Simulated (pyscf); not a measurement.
# Four-centre exchange: `[OH][B]([Cl])[Cl]` + `[OH2]` -> `[OH][B]([OH])[Cl]` + `[ClH]`

Gas phase, singlet surface, charge 0. Bonds broken: B2–Cl3, O6–H7. Bonds formed: B2–O6, Cl3–H7. PySCF, gas phase, ωB97X-D3(BJ)/def2-SVP geometries. Correlated levels are frozen-core, on RHF or UHF. ΔMP2 is the change of the MP2 total energy from the triple- to the quadruple-zeta basis.

Transition state (Å):

```xyz
8

O      0.5073     0.3235     0.0876
B     -0.7362     0.7020     0.4765
Cl    -2.1181    -1.1324     0.4828
Cl    -1.6599     1.9770    -0.3360
H      0.6892     0.4919    -0.8435
O     -0.9114     0.6173     1.9596
H     -1.6013    -0.3084     1.7485
H     -0.0767     0.3157     2.3541
```

One imaginary mode, 944i cm⁻¹; descent along it reached the two sides named, in the forms told below.

| bond | change | reactant side (Å) | saddle | product side |
|---|---|---|---|---|
| B2–Cl3 | breaks | 1.827 | 2.297 | 3.6 |
| O6–H7 | breaks | 0.971 | 1.174 | 2.026 |
| B2–O6 | forms | 1.784 | 1.496 | 1.363 |
| Cl3–H7 | forms | 2.545 | 1.596 | 1.291 |

Electronic energies relative to the separated reactants (kJ/mol):

```csv
level,barrier,reaction energy,reverse barrier
ωB97X-D3(BJ)/def2-TZVP,46.9,-47.5,94.4
PBE/def2-TZVP,31.7,-46.5,78.2
r²SCAN/def2-TZVP,29.8,-51.2,81.0
B3LYP-D3(BJ)/def2-TZVP,43.0,-52.5,95.5
PBE0-D3(BJ)/def2-TZVP,33.5,-48.4,81.9
M06-2X/def2-TZVP,36.3,-56.5,92.8
ωB97M-D3(BJ)/def2-TZVP,43.2,-52.9,96.1
HF/def2-TZVP,100.9,-65.8,166.8
MP2/def2-QZVPP,50.7,-42.3,93.0
CCSD/def2-TZVPP,64.7,-52.9,117.6
CCSD(T)/def2-TZVPP,55.5,-50.1,105.6
CCSD(T)/def2-TZVPP + ΔMP2(QZVPP),56.4,-47.8,104.1
```

With CCSD(T)/def2-TZVPP + ΔMP2(QZVPP) energies and thermal terms (ideal gas, 1 atm, RRHO with modes under 100 cm⁻¹ raised to 100, one conformer, R ln 2 for rigid chiral ones), in kJ/mol:

```json
[
 {"T (K)": "298", "ΔH‡": "49.9", "ΔG‡": "95.3", "ΔH": "-50.9", "ΔG": "-47.8"},
 {"T (K)": "600", "ΔH‡": "50.2", "ΔG‡": "141.5", "ΔH": "-50.4", "ΔG": "-44.9"},
 {"T (K)": "900", "ΔH‡": "52.9", "ΔG‡": "186.6", "ΔH": "-49.1", "ΔG": "-42.4"},
 {"T (K)": "1200", "ΔH‡": "56.3", "ΔG‡": "230.7", "ΔH": "-47.5", "ΔG": "-40.4"}
]
```

On the reactant side the descent ends in an adduct with a B–O contact, 15.4 kJ/mol under the separated species and 62.3 kJ/mol under the saddle at ωB97X-D3(BJ)/def2-TZVP. What is counted as formed (B–O) is already present as a longer contact in the reactant adduct; forming that adduct is a step of its own. One saddle was located; it need not be the lowest between these sides. The CCSD(T) − MP2 part came from Ansatz, without density fitting, on the same reference.
